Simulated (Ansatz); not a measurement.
## HSiAs, triplet in cc-pVDZ: errors against UCCSDTQ

Geometry: a PBE0/def2-TZVP stationary point for this spin, not checked as a minimum. The singlet lies 0.8 eV lower here.

```xyz
3

Si    0.0000   -0.1044    1.5718
As    0.0000    0.0229   -0.6206
H     0.0000    1.2046    2.3294
```

Basis cc-pVDZ; Ansatz 0.2.0. Correlated methods freeze the noble-gas cores and the filled d shells of p-block atoms, which leaves 10 electrons in 31 orbitals. Prefix R: restricted or restricted open-shell reference; prefix U: unrestricted. Active spaces: valence = (10e, 9o) chosen from the atoms' valence shells. No spin–orbit coupling is included, and no scalar relativity.

Full CI isn't at hand for all of this; UCCSDTQ serves as the reference, and is uncertain by about the last step of the cluster series. The frozen core follows each run's orbitals, which can shift R against U totals by a few meV for light atoms and by up to 0.1 eV past Ca.

Coupled cluster chose its determinant by trial CCSD, here up to 0.21 eV above the lowest Hartree–Fock solution of its kind, and MP2 stands on that determinant too.

```
UHF ⟨S²⟩                            : 2.420
⟨S²⟩ of the determinant under UCCSD : 2.018
T1 diagnostic (RCCSD)               : 0.0339
largest doubles amplitude (RCCSD)   : 0.158
T1 diagnostic (UCCSD)               : 0.0304
```

```csv
level,E − E(UMP2) (eV)
UCCSD,-0.8716
UCCSD(T),-1.1300
```

Q: Estimate how far UCCSDTQ in cc-pVDZ lies from UCCSD(T). The table doesn't fix it; the size of (T) and the diagnostics are the guide.

A: UCCSDTQ in cc-pVDZ lies 88 meV below UCCSD(T), which is 34 % of the (T) step (-258 meV). T1 is raised, a doubles amplitude is large, and the rest is a large part of (T). The miss exceeds 1 kcal/mol.

The other levels:

| level | E − E(UCCSDTQ) (meV) | wall time |
| --- | --- | --- |
| UCCSDT | 26 | – |
| UCCSDT(Q) | -1 | 38 s |

Run but not shown, since their state, orbitals or frozen core can't be matched to the reference's or they repeat it: RHF, UHF, RMP2, CISD, RCCSD, RCCSD(T), BCCD(T), RCCSDT, RCCSDT(Q), RCCSDTQ, CASSCF (valence space), NEVPT2 (valence space), MRCISD (valence space), MRCISD+Q (valence space).

Times hold each run's SCF and search for its determinant on a shared host, so for small cases they say little of a method's own cost; they ran on 1 thread of AMD EPYC 7R13.

Natural occupations of CASSCF (valence space) about the gap: 1.992 1.977 1.958 1.846 1.034 0.977 0.160 0.032 0.024; effectively unpaired electrons, Σ n²(2−n)², 2.18.

Atomization energy (electronic, same basis, no zero-point term; atoms at the same level, unrestricted beside the R rows where the molecule is a closed shell, but restricted open-shell past Ca, as are all atoms' steps beyond CCSDT(Q)) at UCCSDTQ: 432.2 kJ/mol. Errors of other levels:

```csv
level,error (kJ/mol)
UMP2,-22.4
UCCSD,-27.1
UCCSD(T),-6.7
UCCSDT,-2.1
UCCSDT(Q),0.1
```

This basis is far from its limit, so the value isn't to be set against a measured one.
